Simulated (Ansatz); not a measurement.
```yaml
crystal:
  periodic: [false, false, false]
  atoms:
    - {symbol: F, position_ang: [-1.578983, 0.025492, -0.088882]}
    - {symbol: C, position_ang: [-0.461897, 0.366656, 0.537902]}
    - {symbol: P, position_ang: [1.099359, -0.189791, -0.127220]}
    - {symbol: H, position_ang: [1.482796, 0.982646, -0.824916]}
basis:
  gaussian: {orbitals: def2-TZVP}
magnetization: {spin_polarized: true, initial_magnetization: 3}
hamiltonian: {xc: pbe0}
relax: {f_tol: 0.004, max_steps: 80}
```

```sh
$ ansatz run in.yaml --threads 1 --pin off --events-out ev --progress --plain --max-ram 2176MiB
```

Steps of the relaxation (energy above the last step; positions in Å, forces in eV/Å):

```
4
step 1, 24.2 meV
F    -1.579    0.025   -0.089    0.242    0.185    0.194
C    -0.462    0.367    0.538   -0.876    0.030   -0.007
P     1.099   -0.190   -0.127    0.627   -0.509   -0.002
H     1.483    0.983   -0.825    0.006    0.295   -0.185
```

```
4
step 2, 7.4 meV
F    -1.569    0.060   -0.114    0.227    0.071    0.206
C    -0.463    0.335    0.559   -0.574    0.065   -0.120
P     1.127   -0.193   -0.101    0.363   -0.231   -0.071
H     1.446    0.984   -0.848   -0.016    0.095   -0.015
```

```
4
step 3, 1.7 meV
F    -1.575    0.060   -0.110    0.192    0.053    0.139
C    -0.466    0.340    0.551   -0.319   -0.028   -0.096
P     1.140   -0.203   -0.100    0.120    0.027   -0.073
H     1.442    0.988   -0.845    0.007   -0.052    0.029
```

```
4
step 5, 0.0 meV
F    -1.581    0.056   -0.101    0.011    0.000    0.004
C    -0.473    0.342    0.546   -0.014    0.005   -0.002
P     1.142   -0.201   -0.104    0.011    0.009   -0.014
H     1.453    0.988   -0.844   -0.007   -0.014    0.011
```

```
4
step 6, 0.0 meV
F    -1.581    0.056   -0.101    0.000   -0.001   -0.001
C    -0.473    0.342    0.545   -0.002    0.002    0.003
P     1.142   -0.201   -0.104    0.003    0.003   -0.004
H     1.453    0.988   -0.843   -0.002   -0.004    0.003
```

Close pairs at the end: F1–C2 1.314 Å, P3–H4 1.434 Å, C2–P3 1.824 Å.

A stationary point of unrestricted PBE0 after 6 steps, with ⟨S²⟩ = 3.761 against 3.75 for a pure state; no frequencies were run, so it isn't proven a minimum. 11 s on 1 thread of AMD EPYC 9R45, shared host.
